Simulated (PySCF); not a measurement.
# How close CCSD(T) comes to the exact answer in a basis

Each species is computed at the geometry given (Å), with frozen cores, in PySCF 2.14.0: RHF-CCSD(T) for singlets, UHF-CCSD(T) otherwise, and full CI in the same basis. The script picks the determinant by trial CCSD, so it needn't be the lowest Hartree–Fock solution. States: Al2H quartet Σ⁻ or Δ, AlP triplet Σ⁻ or Δ, AlO⁺ triplet Σ⁻ or Δ, SiN⁺ triplet Π. Cases whose determinant has another symmetry than full CI's state, or whose (Q) step broke down, weren't drawn.

Problem. Judging by size, spin and bonding and the diagnostics given, rank them by the size of CCSD(T)'s error in total energy against full CI in the same basis, smallest first (an estimate).
A. AlP, triplet, 6-31G: Al 0.000 0.000 0.000; P 0.000 0.000 3.060. T1 0.060, (T) -34 meV in a correlation energy of -1.93 eV
B. SiN⁺, triplet, 6-31G: Si 0.000 0.000 0.000; N 0.000 0.000 1.785. T1 0.101, (T) -112 meV in a correlation energy of -3.36 eV
C. AlO⁺, triplet, 6-31G: Al 0.000 0.000 0.000; O 0.000 0.000 3.283. T1 0.008, (T) -13 meV in a correlation energy of -2.65 eV
D. Al2H, quartet, 6-31G: Al 0.000 0.000 0.051; Al 0.000 0.000 -2.309; H 0.000 0.000 2.257. T1 0.058, (T) -78 meV in a correlation energy of -2.25 eV

Solution. C (2.4 meV), A (23.0 meV), D (53.6 meV), B (85.7 meV).

```csv
species,basis,correlated electrons,CCSD(T) − full CI (meV),CCSDT(Q) − full CI (meV),unpaired electrons (full CI),T1,⟨S²⟩ of the determinant
"AlO⁺, triplet",6-31G,8,2.4,–,2.08,0.008,2.01
"AlP, triplet",6-31G,8,23.0,–,2.16,0.060,2.34
"Al2H, quartet",6-31G,7,53.6,–,3.14,0.058,3.91
"SiN⁺, triplet",6-31G,8,85.7,–,2.19,0.101,2.61
```

Unpaired electrons are Σ n²(2−n)² over natural occupations; an open shell counts its own unpaired electrons too. Frozen cores follow each run's orbitals, which moves totals by a few meV. A dash: (Q) wasn't run for open shells.
